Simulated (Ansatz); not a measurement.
`[AlH2][SiH3]`, relaxed with RKS PBE-D4/def2-SVP in Ansatz from a rough embedded geometry. The force threshold is 0.03 eV/Å; the program also tests the step.

Total charge 0; spin multiplicity 1.

Start:

```xyz
7

Al   -0.870    0.809    0.671
Si    0.642   -0.615   -0.512
H    -2.227    1.166    0.131
H    -0.382    1.360    2.048
H     1.896    0.123   -0.807
H     0.953   -1.828    0.273
H    -0.010   -1.014   -1.804
```

```json
{"step": "1", "energy (eV)": "-14542.1257", "largest force (eV/Å)": "1.066", "largest move (Å)": "0.000"}
{"step": "2", "energy (eV)": "-14542.2584", "largest force (eV/Å)": "0.308", "largest move (Å)": "0.157"}
{"step": "3", "energy (eV)": "-14542.2726", "largest force (eV/Å)": "0.075", "largest move (Å)": "0.045"}
{"step": "4", "energy (eV)": "-14542.2730", "largest force (eV/Å)": "0.017", "largest move (Å)": "0.007"}
```

End:

```xyz
7

Al   -0.881    0.839    0.720
Si    0.637   -0.627   -0.550
H    -2.330    1.229    0.155
H    -0.417    1.425    2.140
H     1.939    0.082   -0.844
H     0.988   -1.862    0.247
H     0.063   -1.085   -1.868
```

It took 3.1 s on 2 threads of a server CPU on a shared host, with 0.14 GiB of host memory at the peak.
